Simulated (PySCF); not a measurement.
Compound: C5H5N.
InChI=1S/C5H5N/c1-2-3-4-5-6/h4H2,1H3

Method: PBE0/def2-SVPD in PySCF (dipole) on a GFN2-xTB geometry, gas phase.

Take the most abundant isotopes and a rigid rotor. 

Task: What are A, B and C (MHz)?

Result: Ia = 42.22, Ib = 314.77, Ic = 350.61 u·Å²; 505379 MHz·u·Å²/I gives A = 11970, B = 1606, C = 1441 MHz.

Task: Classify the top.

Result: A near-prolate asymmetric top: κ = (2 × 1606 − 11970 − 1441)/(11970 − 1441) = -0.97.

Task: What does the inertial defect say?

Result: Not planar: Δ = Ic − Ia − Ib = -6.38 u·Å². For a rigid frame Δ = −2 Σ m c², so Σ m c² = 3.19 u·Å² lies off the ab plane, practically all of it from hydrogen. The atom farthest from that plane is 0.97 Å away.

Task: Give the other two planar moments, Paa and Pbb, and the rms extents of the mass along the axes.

Result: Paa = Σ m a² = (Ib + Ic − Ia)/2 = 311.58 and Pbb = Σ m b² = (Ia + Ic − Ib)/2 = 39.03 u·Å². With the mass M = 79.04 u, the rms extents √(P/M) along a, b and c are 1.99, 0.70, 0.20 Å.

Task: Which lines would a microwave search look for?

Result: The dipole components are |μa| = 3.26 D, |μb| = 2.53 D, |μc| = 0.01 D. The squared components, which scale the intensities, stand as 1.00 : 0.60 : 0.00 (a : b : c). Some lines, for components of 0.1 D or more:

| type | branch | J(Ka,Kc) | MHz | lower level (cm⁻¹) |
| --- | --- | --- | --- | --- |
| a | Q | 2(1,1) ← 2(1,2) | 492 | 0.645 |
| a | R | 1(0,1) ← 0(0,0) | 3047 | 0.000 |
| a | R | 2(1,2) ← 1(1,1) | 5930 | 0.447 |
| a | R | 2(0,2) ← 1(0,1) | 6092 | 0.102 |
| a | R | 2(1,1) ← 1(1,0) | 6258 | 0.453 |
| b | Q | 1(1,0) ← 1(0,1) | 10528 | 0.102 |
| b | Q | 2(1,1) ← 2(0,2) | 10695 | 0.305 |
| b | R | 1(1,1) ← 0(0,0) | 13411 | 0.000 |
| b | R | 2(1,2) ← 1(0,1) | 16294 | 0.102 |
| b | Q | 2(2,0) ← 2(1,1) | 31095 | 0.662 |
| b | Q | 2(2,1) ← 2(1,2) | 31585 | 0.645 |
| b | R | 2(2,1) ← 1(1,0) | 37351 | 0.453 |
| b | R | 2(2,0) ← 1(1,1) | 37517 | 0.447 |

GFN2-xTB frequencies: not computed here. No vibrational averaging or centrifugal distortion is included, and the geometry carries the error of its method. A rigid rotor knows nothing of internal rotation, which can split or shift real lines. Quadrupole hyperfine structure (14N) is left out.

Hardware: an Arm Neoverse V2 with one thread, shared host with 96 logical CPUs at a one-minute load of 37. Cost: 12 s wall, 0.69 GiB resident at most. This is the PBE0/def2-SVPD job that gave the dipole, with the excitations it also computed.
